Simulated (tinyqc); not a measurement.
UHF in the sto-3g basis, for BH, spin multiplicity 1, step by step. This run ends on a higher stationary point, not on the lowest solution. One step of it, computed by the program tinyqc.

Task: Iteration 2: diagonalisation and new density. Diagonalise F' = X^T F X, C = X C', fill 3 alpha and 3 beta electrons from the bottom; D(s) = C_occ C_occ^T. Each column has its largest component positive (the first on a tie).

extrapolated F(alpha) (hartree), order 1B 1s, 1B 2s, 1B 2px, 1B 2py, 1B 2pz, 2H 1s:
$$\begin{pmatrix}
-7.308952 & -2.163602 & 0.000000 & 0.000000 & 0.025511 & -0.236085 \\
-2.163602 & -0.777743 & 0.000000 & 0.000000 & -0.086501 & -0.353481 \\
0.000000 & 0.000000 & 0.324930 & -0.052403 & 0.000000 & 0.000000 \\
0.000000 & 0.000000 & -0.052403 & -0.126145 & 0.000000 & 0.000000 \\
0.025511 & -0.086501 & 0.000000 & 0.000000 & 0.172104 & -0.260494 \\
-0.236085 & -0.353481 & 0.000000 & 0.000000 & -0.260494 & -0.154675
\end{pmatrix}$$

extrapolated F(beta) (hartree), order 1B 1s, 1B 2s, 1B 2px, 1B 2py, 1B 2pz, 2H 1s:
$$\begin{pmatrix}
-7.308952 & -2.163602 & 0.000000 & 0.000000 & 0.025511 & -0.236085 \\
-2.163602 & -0.777743 & 0.000000 & 0.000000 & -0.086501 & -0.353481 \\
0.000000 & 0.000000 & 0.216613 & 0.199681 & 0.000000 & 0.000000 \\
0.000000 & 0.000000 & 0.199681 & -0.017828 & 0.000000 & 0.000000 \\
0.025511 & -0.086501 & 0.000000 & 0.000000 & 0.172104 & -0.260494 \\
-0.236085 & -0.353481 & 0.000000 & 0.000000 & -0.260494 & -0.154675
\end{pmatrix}$$

X, order 1B 1s, 1B 2s, 1B 2px, 1B 2py, 1B 2pz, 2H 1s:
$$\begin{pmatrix}
1.029668 & -0.147198 & 0.000000 & 0.000000 & -0.006721 & 0.021073 \\
-0.147198 & 1.072857 & 0.000000 & 0.000000 & 0.049218 & -0.181792 \\
0.000000 & 0.000000 & 1.000000 & 0.000000 & 0.000000 & 0.000000 \\
0.000000 & 0.000000 & 0.000000 & 1.000000 & 0.000000 & 0.000000 \\
-0.006721 & 0.049218 & 0.000000 & 0.000000 & 1.054911 & -0.203889 \\
0.021073 & -0.181792 & 0.000000 & 0.000000 & -0.203889 & 1.096995
\end{pmatrix}$$

Give: F' = X^T F X; orbital energies; coefficients C; F' = X^T F X; orbital energies; coefficients C; D(alpha) after iteration 2; D(beta) after iteration 2.

Result:

F' = X^T F X (alpha) (hartree):
$$\begin{pmatrix}
-7.119 & -1.176 & 0.000 & 0.000 & 0.018 & 0.016 \\
-1.176 & -0.254 & 0.000 & 0.000 & 0.010 & -0.295 \\
0.000 & 0.000 & 0.325 & -0.052 & 0.000 & 0.000 \\
0.000 & 0.000 & -0.052 & -0.126 & 0.000 & 0.000 \\
0.018 & 0.010 & 0.000 & 0.000 & 0.293 & -0.323 \\
0.016 & -0.295 & 0.000 & 0.000 & -0.323 & 0.049
\end{pmatrix}$$

orbital energies (alpha) (hartree): MO1 -7.315, MO2 -0.375, MO3 -0.132, MO4 0.088, MO5 0.331, MO6 0.570

coefficients C (alpha), order 1B 1s, 1B 2s, 1B 2px, 1B 2py, 1B 2pz, 2H 1s:
$$\begin{pmatrix}
0.992 & -0.191 & 0.000 & -0.227 & 0.000 & -0.107 \\
0.030 & 0.581 & 0.000 & 0.806 & 0.000 & 0.469 \\
0.000 & 0.000 & 0.114 & 0.000 & 0.993 & 0.000 \\
0.000 & 0.000 & 0.993 & 0.000 & -0.114 & 0.000 \\
-0.002 & 0.238 & 0.000 & -0.524 & 0.000 & 0.909 \\
-0.004 & 0.578 & 0.000 & -0.410 & 0.000 & -0.881
\end{pmatrix}$$

F' = X^T F X (beta) (hartree):
$$\begin{pmatrix}
-7.119 & -1.176 & 0.000 & 0.000 & 0.018 & 0.016 \\
-1.176 & -0.254 & 0.000 & 0.000 & 0.010 & -0.295 \\
0.000 & 0.000 & 0.217 & 0.200 & 0.000 & 0.000 \\
0.000 & 0.000 & 0.200 & -0.018 & 0.000 & 0.000 \\
0.018 & 0.010 & 0.000 & 0.000 & 0.293 & -0.323 \\
0.016 & -0.295 & 0.000 & 0.000 & -0.323 & 0.049
\end{pmatrix}$$

orbital energies (beta) (hartree): MO1 -7.315, MO2 -0.375, MO3 -0.132, MO4 0.088, MO5 0.331, MO6 0.570

coefficients C (beta), order 1B 1s, 1B 2s, 1B 2px, 1B 2py, 1B 2pz, 2H 1s:
$$\begin{pmatrix}
0.992 & -0.191 & 0.000 & -0.227 & 0.000 & -0.107 \\
0.030 & 0.581 & 0.000 & 0.806 & 0.000 & 0.469 \\
0.000 & 0.000 & -0.497 & 0.000 & 0.868 & 0.000 \\
0.000 & 0.000 & 0.868 & 0.000 & 0.497 & 0.000 \\
-0.002 & 0.238 & 0.000 & -0.524 & 0.000 & 0.909 \\
-0.004 & 0.578 & 0.000 & -0.410 & 0.000 & -0.881
\end{pmatrix}$$

D(alpha) after iteration 2, order 1B 1s, 1B 2s, 1B 2px, 1B 2py, 1B 2pz, 2H 1s:
$$\begin{pmatrix}
1.020 & -0.081 & 0.000 & 0.000 & -0.047 & -0.114 \\
-0.081 & 0.339 & 0.000 & 0.000 & 0.138 & 0.336 \\
0.000 & 0.000 & 0.013 & 0.113 & 0.000 & 0.000 \\
0.000 & 0.000 & 0.113 & 0.987 & 0.000 & 0.000 \\
-0.047 & 0.138 & 0.000 & 0.000 & 0.057 & 0.138 \\
-0.114 & 0.336 & 0.000 & 0.000 & 0.138 & 0.335
\end{pmatrix}$$

D(beta) after iteration 2, order 1B 1s, 1B 2s, 1B 2px, 1B 2py, 1B 2pz, 2H 1s:
$$\begin{pmatrix}
1.020 & -0.081 & 0.000 & 0.000 & -0.047 & -0.114 \\
-0.081 & 0.339 & 0.000 & 0.000 & 0.138 & 0.336 \\
0.000 & 0.000 & 0.247 & -0.431 & 0.000 & 0.000 \\
0.000 & 0.000 & -0.431 & 0.753 & 0.000 & 0.000 \\
-0.047 & 0.138 & 0.000 & 0.000 & 0.057 & 0.138 \\
-0.114 & 0.336 & 0.000 & 0.000 & 0.138 & 0.335
\end{pmatrix}$$
